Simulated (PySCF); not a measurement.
Basis-set dependence of LiO⁺ at r²SCAN

PySCF, UKS reference; triplet, unpaired electrons π ↑↑; De to Li⁺ + O without counterpoise correction.

| basis | relativity | functions | Re (Å) | ωe (cm⁻¹) | De (eV) | μ (D) |
| --- | --- | --- | --- | --- | --- | --- |
| STO-3G | no relativity | 10 | 2.072 | 444 | 1.67 | -5.76 |
| x2c-SVPall | spin-free X2C | 23 | 2.129 | 333 | 0.55 | -6.48 |
| aug-cc-pVDZ | no relativity | 46 | 2.129 | 334 | 0.47 | -6.34 |

(1) How does each smaller set differ from the one with most functions, aug-cc-pVDZ?

A positive dipole points towards O; it is taken about the centre of mass and depends on that origin. For an ion De counts to the pair picked by the measured ionisation energies or electron affinities, which need not be the lowest pair at this level. STO-3G is very small, so such numbers show the basis as much as the molecule. The state was picked by a PBE0 search and need not be the measured ground state.

Results:

(1) STO-3G: -5.7 pm, +32.9 % in ωe, +1.20 eV in De; x2c-SVPall: +0.0 pm, -0.3 % in ωe, +0.08 eV in De. All at r²SCAN; the set with most functions is neither the basis-set limit nor always the best. The rows treat relativity differently, so the differences are not basis effects alone.
